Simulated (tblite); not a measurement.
# F2H2: the cost of one run

Programs: tblite 0.8.0 and PySCF 2.14.0. All values are calculated, for the isolated system unless a continuum is named. Atoms count from 0, parts from 1.

### Step 1. The system as given

4 atoms, charge 0, multiplicity 1; geometry: rigid parts in contact. Parts: 1 = atoms 0–1, `F`, charge 0; 2 = atoms 2–3, `F`, charge 0.

### Step 2. Search for minima with GFN2-xTB

The job: settings as JSON, then the geometry in Å.

```
{"job": {"kind": "dock", "xc": "GFN2-xTB", "basis": "xTB"}, "charge": 0, "multiplicity": 1, "parts": [{"atoms": "0-1", "charge": 0, "multiplicity": 1}, {"atoms": "2-3", "charge": 0, "multiplicity": 1}]}
F      0.466217    -0.001576     0.003266
H     -0.466217     0.001576    -0.003266
F     -1.092642     2.004993     0.995919
H     -0.173711     1.867253     0.917951
```

Level: GFN2-xTB search for minima from random contacts, gas phase.

On the command line:

```
OMP_NUM_THREADS=1 python cluster_run.py task.json out
```

The driver reads the jobs from task.json and runs them one after another.

**Question.** How long does this first job take on 1 thread of Arm Neoverse N1, shared host?

About 2.2 s.
